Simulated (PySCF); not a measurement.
# Which determinant of C₂⁻ lies lowest?

Unrestricted PBE0; PySCF, no relativity, basis sets C aug-pcseg-1. Outer shells of the fragments: C 2s2 2p2; C− 2s2 2p3.

Followed along the bond (rough minima from three points):

```
2Ms+1  unpaired  ⟨S²⟩ at the start  R at minimum (Å)  Te (eV)
    2       σ ↑               0.76              1.27     0.00
    2       π ↑               0.75              1.31     0.31
```

Solutions found at the starting distance of 1.520 Å, counted from the lowest of them; the search is not exhaustive and high or unbound solutions are not listed, so other states can lie among these:

| 2Ms+1 | unpaired | term | E (eV) | ⟨S²⟩ | ⟨Lz²⟩ |
| --- | --- | --- | --- | --- | --- |
| 2 | π ↑ | ²Π | 0.00 | 0.75 | 1.00 |
| 2 | σ ↑ | ²Σ⁺ | 0.22 | 0.76 | 0.00 |

A term symbol is given only where ⟨S²⟩ and ⟨Lz²⟩ are close to those of a pure state; real π, δ and φ orbitals otherwise mix terms, and g/u labels are left off.

Q: Compare the gap between the two lowest followed solutions at the starting distance with the gap between their minima.

A: At PBE0 the second solution (doublet, unpaired electrons π ↑) lies -0.22 eV from the first (doublet, unpaired electrons σ ↑) at 1.520 Å and +0.31 eV at the minima; the two curves relax by different amounts, since their minima lie near 1.31 and 1.27 Å.
